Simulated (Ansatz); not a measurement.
Two isomers of C4H6O2: A = `C=CC(=O)OC`, B = `CC1(C=O)CO1`.

Isolated molecules relaxed with PBE0-D4/def2-TZVP in Ansatz; ΔE leaves out vibrations. CCSD(T)/CBS is the MP2 limit (def2-TZVPP, def2-QZVPP) plus CCSD(T) − MP2 in def2-TZVPP, frozen cores. DFT in def2-TZVPP. One conformer a species, not always the lowest.

Which is lower in electronic energy at CCSD(T)/CBS, and by how much? (Estimate.)

The calculation gave: A, by 22.8 kcal/mol.

Give E(B) − E(A) in kcal/mol with r2SCAN-D4, B2PLYP, CCSD(T)/def2-TZVPP, HF/def2-TZVPP, PBE0-D4, ωB97M-V, PBE-D4. (Estimate.)

Computed: r2SCAN-D4 22.6, B2PLYP 24.5, CCSD(T)/def2-TZVPP 22.6, HF/def2-TZVPP 28.3, PBE0-D4 20.5, ωB97M-V 22.2, PBE-D4 20.9. None reverses the order clearly.

Largest T1 diagnostic: 0.015.

In def2-TZVPP, CCSD(T) changes the Hartree–Fock value by −5.7 kcal/mol (the triples alone add +0.1 kcal/mol) and MP2 by −7.8 kcal/mol.
